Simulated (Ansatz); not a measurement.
Volume per atom (Å³/atom) of solids drawn from the class of oxides, at two levels: PBE (Ansatz, an electronic-structure program, plane waves, PAW), and r²SCAN in Ansatz (PAW).

```
solid                                PBE  r²SCAN  shift (%)
---------------------------------  -----  ------  ---------
rutile SnO2                        12.58   12.09       -3.9
corundum (α-Al2O3)                  8.76    8.49       -3.1
anatase TiO2 (metastable phase)    11.67   11.40       -2.3
A-type hexagonal La2O3             16.64   16.43       -1.3
α-quartz (SiO2)                    13.38   12.62       -5.7
stishovite (SiO2)                   8.05    7.79       -3.2
rutile CrO2                         9.62    9.41       -2.2
rutile PbO2                        14.82   14.11       -4.8
hematite (α-Fe2O3)                 10.04    9.96       -0.8
corundum Ga2O3 (metastable phase)  10.06    9.64       -4.2
```

The shifts run from -5.7 % to -0.8 %, with a median of -3.2 %.

Over all 10 rows r²SCAN is the larger in 0.

Ansatz's runs of these crystals have no spin polarisation, but for rutile CrO2, hematite (α-Fe2O3).

Density-functional runs with spin start from parallel moments for rutile CrO2, opposed moments for hematite (α-Fe2O3).

Spin–orbit coupling is left out, also for the solids with elements from indium on (rutile SnO2, A-type hexagonal La2O3, rutile PbO2); its size isn't shown.

Ansatz's density-functional and Hartree–Fock values are scalar-relativistic unless marked +SOC, with PAW data made under PBE.
